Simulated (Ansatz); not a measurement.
A nudged elastic band was laid between two geometries of BClH2 + FH (6 atoms, charge 0, multiplicity 1).

These are results of Ansatz, RKS BHLYP-D4/def2-SVP, not measurements.

```json
{
 "movable images": "9",
 "climbing image": "yes",
 "spring": "5.0 eV/Å²",
 "optimiser": "quadratic models (default)",
 "start path": "through a guess of the saddle point",
 "force threshold": "0.03 eV/Å",
 "iteration limit": "60",
 "end points": "relaxed"
}
```

Initial state:

```xyz
6
Properties=species:S:1:pos:R:3
B -0.059 -0.278 0.034
H -0.202 -0.959 0.998
Cl 1.599 -0.015 -0.540
H -0.946 0.066 -0.680
F -0.067 1.653 1.221
H 0.795 1.877 0.992
```

Final state:

```xyz
6
Properties=species:S:1:pos:R:3
B 0.061 0.642 -0.602
H 0.323 -0.404 2.234
Cl 1.547 -0.120 -1.102
H -0.984 0.082 -0.720
F 0.109 1.845 -0.103
H 0.064 0.298 2.318
```

(1) Which bonds break or form, and what moves?

(2) Give the energies along the band, and the barrier.

(3) What is the geometry of the highest image?

(4) What are the harmonic wavenumbers there?

Results:

(1) Bonds broken: B1–H2, F5–H6. Bonds formed: B1–F5, H2–H6. BClH2 + FH becomes BClFH + H2.

(2) The run converged. The highest image is number 5 of 0 to 10, 0.87 eV above the first end and 2.16 eV above the last; the last end lies 1.29 eV below the first. A vibrational analysis at the climbing image gives one clearly imaginary mode, 1422i cm⁻¹: a first-order saddle point. The orbitals stay closed-shell, which can raise the energy where a bond breaks towards radicals; this wasn't checked here.

```tsv
image	path coordinate (Å)	energy (eV)	B1–H2 (Å)	F5–H6 (Å)	B1–F5 (Å)
0	0.00	0.00	1.19	0.92	2.27
1	0.50	0.03	1.19	0.92	2.29
2	1.00	0.05	1.19	0.92	2.31
3	1.50	0.08	1.20	0.92	2.25
4	2.00	0.27	1.21	0.93	1.97
5	2.50	0.87	1.32	1.14	1.60
6	2.91	-0.11	1.54	1.56	1.40
7	3.33	-0.90	1.92	1.96	1.32
8	3.74	-1.19	2.30	2.33	1.31
9	4.15	-1.27	2.67	2.64	1.30
10	4.56	-1.29	3.03	2.87	1.30
```

(3) 
```xyz
6
Properties=species:S:1:pos:R:3:forces:R:3
B 0.111 0.232 0.027 0.00 0.00 0.00
H 0.071 -0.274 1.245 0.00 0.00 0.00
Cl 1.650 -0.126 -0.763 0.00 0.00 0.00
H -0.916 0.049 -0.542 0.00 0.00 0.00
F 0.117 1.686 0.688 0.00 0.00 0.00
H 0.088 0.776 1.371 0.00 0.00 0.00
```

(4) 1422i, 299, 680, 772, 814, 1068, 1084, 1233, 1446, 2067, 2309, 2769 cm⁻¹.

Time of the run: 6.3 min on 1 thread of Arm Neoverse V1, on a shared host, peak memory 0.11 GiB.
